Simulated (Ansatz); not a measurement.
The input, for Ansatz 0.2.0:

```yaml
crystal:
  periodic: [false, false, false]
  atoms:
    - {symbol: Al, position_ang: [0.000000, 0.000000, 0.050833]}
    - {symbol: N, position_ang: [0.000000, 0.000000, -1.681761]}
    - {symbol: H, position_ang: [0.000000, 0.000000, 1.630928]}
basis:
  gaussian: {orbitals: 6-31G}
total_charge: 1
magnetization: {spin_polarized: false, initial_magnetization: 2}
correlation: {method: ccsdtq, electrons: outside_noble_gas}
```

```sh
$ ansatz run in.yaml --threads 1 --pin off --events-out ev --progress --plain --max-ram 2393MiB
```

Output:

```
501 factors; integrals over basis functions are off by at most 2.1e-7 eV
mean field evaluation 1: about -8054.7953 eV, gradient 4.7e1 eV
mean field evaluation 2: about -8054.8347 eV, gradient 4.7e1 eV
mean field evaluation 4: about -8065.8270 eV, gradient 6.5e0 eV
mean field evaluation 8: about -8067.7039 eV, gradient 6.6e-1 eV
mean field evaluation 16: about -8067.7255 eV, gradient 1.3e-6 eV
mean field evaluation 32: about -8054.7960 eV, gradient 4.7e1 eV
mean field evaluation 64: about -8067.7255 eV, gradient 2.1e-6 eV
mean field evaluation 96: about -8056.9697 eV, gradient 1.5e1 eV
mean field evaluation 128: about -8060.5243 eV, gradient 9.5e0 eV
mean field evaluation 160: about -8067.7254 eV, gradient 3.3e-2 eV
...
cycle  14  -2.85012618 eV  change   -5.5e-6 eV  update   4.8e-5
cycle  15  -2.85014785 eV  change   -2.2e-5 eV  update   5.2e-5
cycle  16  -2.85015782 eV  change   -1.0e-5 eV  update   1.1e-5
cycle  17  -2.85016361 eV  change   -5.8e-6 eV  update   6.8e-6
cycle  18  -2.85016529 eV  change   -1.7e-6 eV  update   4.3e-6
cycle  19  -2.85016478 eV  change    5.1e-7 eV  update   3.9e-6
cycle  20  -2.85016435 eV  change    4.3e-7 eV  update   1.7e-6
cycle  21  -2.85016439 eV  change   -3.8e-8 eV  update   9.4e-7
cycle  22  -2.85016466 eV  change   -2.7e-7 eV  update   7.1e-7
cycle  23  -2.85016485 eV  change   -1.9e-7 eV  update   5.2e-7
Total energy: -8071.49480093 eV, -296.6219628785 hartree
```

For the same geometry and basis full CI lies 0.1 meV higher.

Ran on 1 thread of Intel Xeon Platinum 8175M, shared host: 29 s wall, 0.22 GiB peak host memory.
